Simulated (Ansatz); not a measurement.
bcc Ta: properties by level of theory

Reference values: lattice constant a 3.299 Å (measured, static lattice: zero-point anharmonic expansion removed; as tabulated in Mejia-Rodriguez and Trickey (2018), arXiv:1807.09216); bulk modulus 198 GPa (measured, corrected for temperature and zero-point phonon effects, our sources range from 194 to 203; as tabulated in Levämäki et al. (2014), arXiv:1402.3671).

```csv
level (code),lattice constant a (Å),bulk modulus (GPa)
revPBE (Ansatz),3.333,188
rVV10 (Ansatz),___,___
r²SCAN (Ansatz),3.305,___
HSE06-D3(BJ) (Ansatz),3.256,229
PBE0 (Ansatz),___,185
```

Question: What belongs in the gaps?

Answer: 
- rVV10 (Ansatz, a program for electronic structure), lattice constant a (Å): 3.336
- rVV10 (Ansatz), bulk modulus (GPa): 195
- r²SCAN (Ansatz), bulk modulus (GPa): 201
- PBE0 (Ansatz), lattice constant a (Å): 3.310

Differences from the reference values (errors of the level alone only where the reference is corrected to a static lattice):

| level | lattice constant a (%) | bulk modulus (%) |
|---|---|---|
| revPBE | +1.03 | -5.1 |
| rVV10 | +1.12 | -1.5 |
| r²SCAN | +0.18 | +1.5 |
| HSE06-D3(BJ) | -1.30 | +15.7 |
| PBE0 | +0.33 | -6.6 |

Nearest: lattice constant a, r²SCAN; bulk modulus, rVV10 or r²SCAN.

Ansatz's density-functional and Hartree–Fock values are scalar-relativistic unless marked +SOC, with PAW data made under PBE.

Differences are worked out from the printed values.
